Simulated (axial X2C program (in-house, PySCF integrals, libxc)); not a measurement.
**Testing model relations on ClF⁺**

A bond curve at the PBE0 level, 2c, was computed with an in-house relativistic program for diatomic molecules (basis Cl dyall-av3z [9s8p3d2f], F dyall-av3z [7s6p3d2f] (cores contracted in-house)) for the state Ω = 3/2 (⟨Sz⟩ = 0.50, ⟨Lz⟩ = 1.00 at PBE0). Its fit gives Re = 1.5352 Å, ωe = 974.1 cm⁻¹, ωexe = 4.54 cm⁻¹ and αe = 4.070e-03 cm⁻¹; the masses are 34.9689 and 18.9984 u. Two-component means X2C with spin–orbit coupling and atomic mean-field Coulomb and Gaunt terms.

(1) Find the reduced mass, Be and the force constant.

(2) A Morse curve ties αe to the other constants (Pekeris). How well does that hold?

(3) Estimate De from a Morse curve and compare with the computed well depth of 3.005 eV to Cl+ + F.

(4) Estimate the centrifugal constant by the Kratzer relation.

(5) Where do the fundamental and the first overtone lie?

The state is one determinant whose occupation by symmetry is held fixed; it was picked as the lowest of a PBE0 search that is not exhaustive. De is counted from the lowest determinant-based energies of the atoms at the same level, without counterpoise correction. Density functionals use the spin component along the axis (collinear). The 2c atoms are single determinants rather than J levels; their spin–orbit lowering is only partly caught, and De is too large by that part. This holds for PBE0. Without a current term, density functionals place determinants with orbital angular momentum somewhat too high.

Results:

(1) From the PBE0 values: μ = 12.3103 u. Be = 16.8576/(μ Re²) = 0.581 cm⁻¹. k = 5.8918×10⁻⁷ μ ωe² = 6.88 mdyn/Å.

(2) αe(Morse) = 6Be²/ωe × (√(ωexe/Be) − 1) = 3.733e-03 cm⁻¹; the PBE0 curve gives 4.070e-03 cm⁻¹, a ratio of 0.92.

(3) De(Morse) = ωe²/(4ωexe) = 6.478 eV against 3.005 eV computed, a ratio of 2.16. The extrapolation overshoots: the well softens faster than a Morse curve, or the lowest atomic limit lies below the one to which the curve heads.

(4) D = 4Be³/ωe² = 8.27e-07 cm⁻¹.

(5) ν(1←0) = ωe − 2ωexe = 965.0 cm⁻¹; ν(2←0) = 2ωe − 6ωexe = 1921.0 cm⁻¹.
